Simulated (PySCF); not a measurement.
Vertical excitation energies

Species: C5H6O.
SMILES with atom numbers: `[CH2:1]=[CH:2][C:3](=[O:4])[CH:5]=[CH2:6]` (hydrogens: H7, H8 on C1; H9 on C2; H10 on C5; H11, H12 on C6)

Theory: TDDFT CAM-B3LYP/def2-SVPD, vertical, gas phase, core orbitals frozen in the response in PySCF. Geometry: GFN2-xTB, one conformer, isolated molecule. Torsions of this conformer, `[CH2:1]=[CH:2][C:3](=[O:4])[CH:5]=[CH2:6]`: C1–C2–C3–O4 0°, C2–C3–C5–C6 180°.

| state | E (eV) | λ (nm) | f | \|μ\| (D) | symmetry | main configurations (H = HOMO, L = LUMO) |
| --- | --- | --- | --- | --- | --- | --- |
| S1 | 3.41 | 363.7 | 0.0000 | 0.00 | – | H→L (96%) |
| S2 | 5.52 | 224.7 | 0.010 | 0.70 | A1 | H-1→L (98%) |
| S3 | 5.60 | 221.3 | 0.489 | 4.80 | B1 or B2 | H-2→L (98%) |
| S4 | 6.74 | 184.0 | 0.0001 | 0.08 | – | H→L+1 (86%), H-3→L (12%) |
| S5 | 7.08 | 175.2 | 0.0007 | 0.16 | – | H-3→L (81%), H→L+1 (12%) |
| S6 | 7.14 | 173.7 | 0.0000 | 0.00 | – | H-4→L (88%) |
| S7 | 7.61 | 162.9 | 0.0071 | 0.50 | B1 or B2 | H→L+2 (82%), H→L+5 (10%) |
| S8 | 7.88 | 157.3 | 0.0000 | 0.00 | – | H-6→L (84%) |

Triplets, Tamm–Dancoff:

```
state  E (eV)  λ (nm)  main configurations (H = HOMO, L = LUMO)
   T1    2.98   415.7                                 H→L (95%)
   T2    3.34   370.8                H-1→L (85%), H-2→L+1 (12%)
   T3    3.61   343.7                H-2→L (81%), H-1→L+1 (16%)
```

The lowest singlet lies at 3.41 eV (364 nm, ultraviolet) and is dark (f under 0.0005); its leading configuration is HOMO→LUMO (96%). The strongest level in the table is S3 at 5.60 eV (221 nm, f = 0.489). Löwdin shares by element: HOMO oxygen 63%, carbon 30% or more; LUMO carbon 51% or more, oxygen 17% (atoms not listed hold the other 32%). Weighted by f, the mean energy of these states is 5.63 eV. The oscillator strengths of these states sum to 0.507; summed over the whole spectrum of an exact calculation they would give the number of electrons, 44 (Thomas–Reiche–Kuhn). The listed states span 4.47 eV, and the widest gap between neighbours is 2.11 eV (S1 to S2). No computed singlet lies in the visible range (380 to 750 nm); the lowest, at 364 nm, stands 0.15 eV above its violet end (3.26 eV); a Tamm–Dancoff triplet lies at 416 nm, without intensity as long as spin–orbit coupling is left out. Symmetry labels in C2v follow from the direction of the transition dipole and are given only for states with f of 0.002 or more; B1 and B2 swap with the choice of axes. Only the lowest 8 singlets were computed, as vertical energies without vibronic structure.

Hardware: an Arm Neoverse V1 with one thread, shared host. Cost: 20 s wall, 0.75 GiB resident at most.
